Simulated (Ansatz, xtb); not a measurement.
Relative energy of two conformers of C4H4O

Structure I is `C=CC=C=O`, a singlet and structure II is `C=CC=C=O`, a singlet. Both are isolated molecules in the gas phase, relaxed with PBE-D3(BJ)/def2-SVP.

I (Å):

```
atom    x (Å)    y (Å)    z (Å)
   C   0.4769   0.2854   0.4836
   C  -0.0721  -1.6332  -1.0067
   C  -0.5342   1.1448   0.2246
   C   0.7060  -1.0397  -0.0983
   O  -0.7539  -2.1580  -1.8053
   H   1.2466   0.5780   1.2172
   H  -0.5871   2.1163   0.7358
   H  -1.3344   0.9130  -0.4973
   H   1.5822  -1.6315   0.2113
```

II (Å):

```yaml
atoms:
  - { symbol: C, position_ang: [-0.9972, -0.5116, -1.8263] }
  - { symbol: C, position_ang: [0.0108, -1.3445, -1.4803] }
  - { symbol: C, position_ang: [1.0491, -1.8137, -2.3904] }
  - { symbol: C, position_ang: [2.0432, -2.6361, -2.0466] }
  - { symbol: O, position_ang: [2.9220, -3.3592, -1.7557] }
  - { symbol: H, position_ang: [-1.1006, -0.1226, -2.8518] }
  - { symbol: H, position_ang: [-1.7471, -0.1980, -1.0864] }
  - { symbol: H, position_ang: [0.0732, -1.7081, -0.4406] }
  - { symbol: H, position_ang: [1.0517, -1.4915, -3.4458] }
```

Energies in hartree; the thermal terms are from PBE-D3(BJ)/def2-SVP harmonic frequencies (ideal gas, rigid rotor, one conformer each, 298.15 K, 1 atm) and include the zero-point energy:

|  | I | II |
| --- | --- | --- |
| E, CCSD(T)/def2-SVP | −229.190135 | −229.192721 |
| E, MP2/def2-SVP | −229.129312 | −229.131736 |
| E, MP2/def2-TZVPP | −229.548468 | −229.550874 |
| zero-point energy | 0.064280 | 0.064320 |
| H(298 K) − E | 0.070669 | 0.070653 |
| G(298 K) − E | 0.035717 | 0.036223 |

Q: Correct the CCSD(T) difference for the basis set by the MP2 change, then work out ΔE, ΔE₀, ΔH and ΔG for I → II in kJ/mol (1 Eh = 2625.50 kJ/mol) and the equilibrium ratio [II]/[I].

A: 1. Differences II − I: CCSD(T) −0.002586, MP2 in the small set −0.002424, MP2 in the large set −0.002406 Eh.
2. ΔE = −0.002586 + (−0.002406 − (−0.002424)) = −0.002568 Eh = −6.74 kJ/mol.
3. ΔE₀ = ΔE + ΔZPE = −0.002568 + (+0.000040) Eh = −6.64 kJ/mol.
4. ΔH = ΔE + (−0.000016) Eh = −6.78 kJ/mol.
5. ΔG = ΔE + (+0.000506) Eh = −5.41 kJ/mol, so ΔS = (ΔH − ΔG)/T = −4.6 J/(mol K).
6. kT = 0.9442 mEh, so K = [II]/[I] = exp(−ΔG/kT) = exp(+2.18) ≈ 8.9.

Structure II is favoured at this temperature. An error of 4 kJ/mol in ΔG would change K by a factor of 5. Mirror images and further conformers aren't counted.

Other levels gave ΔE = −6.5 (PBE-D3(BJ)/def2-SVP); −6.6 (HF/def2-SVP); −6.4 (MP2/def2-SVP); −6.8 (CCSD(T)/def2-SVP) kJ/mol. The correlated steps freeze 5 core orbitals. Programs: Ansatz 0.2.0.
